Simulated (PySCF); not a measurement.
# CH6OSi: the cost of one run

Computed with PySCF 2.14.0; each step states its level. No surroundings beyond the atoms listed, unless a continuum is named. Atoms count from 0, parts from 1.

### 1 Starting point

Each species was relaxed by itself at PBE0-D3(BJ)/def2-SVPD.

### 2 Energies of the species: wB97M-D3(BJ)/def2-TZVPD

What the job is given:

```
{"job": {"kind": "react", "xc": "wB97M-D3(BJ)", "basis": "def2-TZVPD"}, "charge": 0, "multiplicity": 1}
-1 H4Si charge 0 multiplicity 1
Si    -0.002240    -0.004510    -0.003140
H      0.035780     1.434240     0.388560
H     -0.090140    -0.851130     1.221760
H      1.238450    -0.347570    -0.756700
H     -1.193030    -0.253580    -0.866180

-1 CH2O charge 0 multiplicity 1
C     -0.002220     0.002980    -0.000120
O      1.184060    -0.166720     0.020630
H     -0.722170    -0.850000    -0.008650
H     -0.452370     1.024340    -0.012600

+1 CH6OSi charge 0 multiplicity 1
C      0.904040     1.004050     0.056120
O      0.298360     0.014050    -0.734280
Si    -0.863410    -1.032020    -0.141460
H      0.165590     1.732890     0.433940
H      1.435190     0.567940     0.920510
H      1.635620     1.543210    -0.561000
H     -0.317110    -1.821650     1.006000
H     -2.055960    -0.269360     0.342700
H     -1.230770    -1.925630    -1.270580
```

Method: wB97M-D3(BJ)/def2-TZVPD reaction energy of separated species, gas phase.

Launch:

```bash
$ OMP_NUM_THREADS=1 python cluster_run.py task.json out
```

This one command runs all jobs of the session in turn.

Q: Estimate the wall time and peak memory of this first job on 1 thread of Arm Neoverse V2, shared host.

About 9.3 s, with a peak of 0.59 GiB.
